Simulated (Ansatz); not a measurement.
**PH2O4−: basis-set convergence**

One table from this session's results is given with a row withheld; the runs are named, their logs left out.

Method: one geometry, several basis sets; program: Ansatz 0.2.0, Gaussian basis.

Levels to be run: PBE0-D4/def2-SVPD; ωB97M-V/def2-SVPD; PBE0-D4/def2-QZVPPD; ωB97M-V/def2-QZVPPD; the functionals' def2-TZVPPD values are taken from earlier runs.

## The geometry

All runs share one geometry, relaxed beforehand with PBE0-D4 in a triple-zeta def2 set.

SMILES `O=P([O-])(O)O`, 7 atoms, charge -1, spin multiplicity 1.

Atoms are counted from 1 here; the program's logs count them from 0.

Bond lengths: O1–P2 1.486 Å, P2–O3 1.486 Å, P2–O4 1.648 Å, P2–O5 1.648 Å, O4–H6 0.961 Å, O5–H7 0.961 Å. Angles: O1–P2–O3 125.3°, O1–P2–O4 107.4°, O1–P2–O5 106.4°, O3–P2–O4 106.4°, O3–P2–O5 107.4°, O4–P2–O5 101.4°, P2–O4–H6 105.2°, P2–O5–H7 105.2°.

The first run:

File in.yaml:

```yaml
crystal:
  periodic: [false, false, false]
  atoms:
    - {symbol: O, position_ang: [0.345975, -1.629065, 0.428378]}
    - {symbol: P, position_ang: [-0.184046, -0.355474, -0.124756]}
    - {symbol: O, position_ang: [-1.313210, -0.239257, -1.084126]}
    - {symbol: O, position_ang: [-0.554255, 0.619260, 1.151289]}
    - {symbol: O, position_ang: [1.102304, 0.439358, -0.779742]}
    - {symbol: H, position_ang: [-1.274830, 1.174933, 0.842305]}
    - {symbol: H, position_ang: [1.878051, -0.009745, -0.433337]}
basis:
  gaussian: {orbitals: def2-SVPD}
total_charge: -1
hamiltonian: {xc: pbe0, dispersion: d4}
output: {orbitals: {seedname: orbitals}}
```

Launch:

```bash
$ ansatz run in.yaml --threads 2 --pin off --events-out ev --progress --plain --max-ram 32768MiB --backend cpu
```

Among the steps run: PBE0-D4 in def2-SVPD; ωB97M-V in def2-SVPD; PBE0-D4 in def2-QZVPPD; ωB97M-V in def2-QZVPPD.

One of the session's tables, all rows but one given; the rest of the session is left out.

It belongs to the step «Functionals by basis». 

| functional | basis | HOMO (eV) | LUMO (eV) |
| --- | --- | --- | --- |
| PBE0-D4 | def2-SVPD | -2.61 | 4.27 |
| PBE0-D4 | def2-TZVPPD | -2.54 | 3.69 |
| PBE0-D4 | def2-QZVPPD | -2.54 | 3.47 |
| ωB97M-V | def2-SVPD | -5.08 | 5.16 |
| ωB97M-V | def2-TZVPPD | -4.99 | 4.22 |
| ωB97M-V | def2-QZVPPD | ? | ? |

**Question.** Estimate the row for ωB97M-V, def2-QZVPPD.

As computed: HOMO (eV): -4.99; LUMO (eV): 3.88.
